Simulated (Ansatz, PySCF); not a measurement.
Barrier height from CHN (SMILES [C-]#[NH+]) to the transition structure CHN, without zero-point energy, on the benchmark's geometries as Psi4's copy of the set gives them.
Transition structure (charge 0, multiplicity 1):
```xyz
3

C      0.08032     0.62026     0.00000
N      0.08032    -0.56810     0.00000
H     -1.04415     0.25512     0.00000
```
Reactant (charge 0, multiplicity 1):
```xyz
3

C      0.0000     0.0000    -0.7372
N      0.0000     0.0000     0.4321
H      0.0000     0.0000     1.4270
```

Open shells are unrestricted; no spin–orbit coupling.

Frozen-core correlation.

The values were computed with Ansatz (an electronic-structure program); PySCF for the dispersion terms. Each number belongs to the level named beside it.

```tsv
level	barrier height (kcal/mol)
HF/cc-pVDZ	36.28
HF/aug-cc-pVQZ	37.63
PBE/def2-TZVPPD	30.68
revPBE/def2-TZVPPD	30.61
PBE0-D4/def2-TZVPPD	32.74
BHLYP/def2-TZVPPD	35.63
wB97X-V/def2-TZVPPD	32.88
MP2/cc-pVDZ	33.15
MP2/aug-cc-pVTZ	…
```

Question: What belongs in the gaps?

Answer: 
- MP2/aug-cc-pVTZ, barrier height (kcal/mol): 34.23
